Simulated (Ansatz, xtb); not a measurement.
Ligand exchange: CH3Na + HF → NaF + CH4

Species: CH3Na `[CH3][Na]`, singlet; HF (hydrogen fluoride), singlet; NaF, singlet; CH4 (methane) `C`, singlet. The partners trade CH3 for F: Na–CH3 and H–F bonds give way to Na–F and H–CH3.

Shapes, held fixed at every level: PBE0-D4/def2-TZVP. Programs: Ansatz 0.2.0, xtb 6.7.1. The zero-point and thermal change to 298 K, harmonic and unscaled (PBE0-D4/def2-TZVP), is +8.1 kJ/mol.

Problem. Estimate ΔH(298 K) of this reaction.

Solution. The highest level, CCSD(T)/def2-TZVPP, gives ΔH(298 K) = -193.1 kJ/mol; the levels span -332.7 to -193.1. GFN2-xTB strays far from the other rows. The column of differences is taken from that level and isn't an error. No measured value is set beside it here. Correlated rows may include outer-core shells of Na, which these sets cover unevenly.

| level | kind | ΔH(298 K) (kJ/mol) | less CCSD(T)/def2-TZVPP |
| --- | --- | --- | --- |
| GFN2-xTB | semi-empirical | -332.7 | -139.6 |
| HF/def2-SVP | Hartree–Fock | -224.2 | -31.1 |
| HF/def2-TZVPP | Hartree–Fock | -218.5 | -25.4 |
| B3LYP-D4/def2-TZVPP | global hybrid | -199.2 | -6.1 |
| BHLYP-D4/def2-TZVPP | global hybrid | -207.0 | -13.9 |
| r2SCAN0-D4/def2-TZVPP | global hybrid | -207.2 | -14.1 |
| B2PLYP/def2-TZVPP | double hybrid | -201.5 | -8.4 |
| MP2/def2-TZVPP | perturbation theory | -197.3 | -4.2 |
| CCSD(T)/def2-TZVPP | coupled cluster or CI | -193.1 | 0.0 |
